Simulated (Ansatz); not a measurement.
```yaml
crystal:
  periodic: [false, false, false]
  atoms:
    - {symbol: N, position_ang: [-2.130644, -0.181984, -0.001938]}
    - {symbol: Si, position_ang: [-0.577278, -0.111453, -0.001099]}
    - {symbol: O, position_ang: [1.002883, -0.174693, -0.000876]}
    - {symbol: H, position_ang: [1.705038, 0.468130, 0.003913]}
basis:
  gaussian: {orbitals: def2-TZVP}
hamiltonian: {xc: pbe0}
relax: {f_tol: 0.004, max_steps: 80}
```

```sh
$ ansatz run in.yaml --threads 1 --pin off --events-out ev --progress --plain --max-ram 2176MiB
```

Steps of the relaxation (energy above the last step; positions in Å, forces in eV/Å):

```
4
step 1, 46.1 meV
N    -2.131   -0.182   -0.002   -0.205    0.020    0.000
Si   -0.577   -0.111   -0.001   -0.490    0.114    0.001
O     1.003   -0.175   -0.001    0.656   -0.475   -0.003
H     1.705    0.468    0.004    0.040    0.341    0.002
```

```
4
step 2, 37.4 meV
N    -2.135   -0.179   -0.002   -0.093    0.023    0.000
Si   -0.579   -0.115   -0.001   -0.329    0.109    0.001
O     1.009   -0.181   -0.001    0.535   -0.348   -0.002
H     1.705    0.474    0.004   -0.112    0.216    0.001
```

```
4
step 3, 17.6 meV
N    -2.140   -0.160   -0.002    0.235    0.023    0.000
Si   -0.577   -0.130   -0.001    0.020    0.072    0.001
O     1.034   -0.214   -0.001    0.173    0.064    0.000
H     1.682    0.504    0.004   -0.429   -0.159   -0.001
```

```
4
step 4, 8.8 meV
N    -2.132   -0.144   -0.002    0.267    0.016    0.000
Si   -0.568   -0.141   -0.001    0.059    0.031    0.000
O     1.049   -0.238   -0.001    0.087    0.257    0.002
H     1.651    0.523    0.004   -0.413   -0.303   -0.002
```

```
4
step 8, 0.0 meV
N    -2.109   -0.115   -0.002   -0.001    0.000    0.000
Si   -0.552   -0.169   -0.001   -0.001    0.000    0.000
O     1.062   -0.257   -0.001    0.000   -0.001    0.000
H     1.599    0.541    0.004    0.001    0.001    0.000
```

Close pairs at the end: O3–H4 0.962 Å, N1–Si2 1.559 Å, Si2–O3 1.616 Å.

A stationary point of restricted PBE0 after 8 steps (its stability towards spin polarisation wasn't tested); no frequencies were run, so it isn't proven a minimum. 16 s on 1 thread of Arm Neoverse V2, shared host.
